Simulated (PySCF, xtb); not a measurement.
Protons, H atoms and electrons added to or taken from Cl[SiH3]. Isolated molecules, 0 K electronic values unless said otherwise. Strings in code marks are SMILES.

Quantity: bond dissociation enthalpy (X–H) at 298 K, in kcal/mol. Enthalpy corrections at 298 K come from GFN2-xTB frequencies (xtb).

Level 1: B3LYP/6-311+G** // r2SCAN-D4/def2-TZVP (PySCF)
Level 2: BP86/6-31G* // r2SCAN-D4/def2-TZVP (PySCF)
Level 3: M06-2X/6-31G* // r2SCAN-D4/def2-TZVP (PySCF)
Level 4: PBE/6-31G* // r2SCAN-D4/def2-TZVP (PySCF)

```
species                              level 2  level 3  level 4
-----------------------------------  -------  -------  -------
H atom removed from Si1: `[SiH2]Cl`     89.1     88.9     86.0
```

Q: What does level 1 give for each?

A: 
- H atom removed from Si1: `[SiH2]Cl`: 89.6
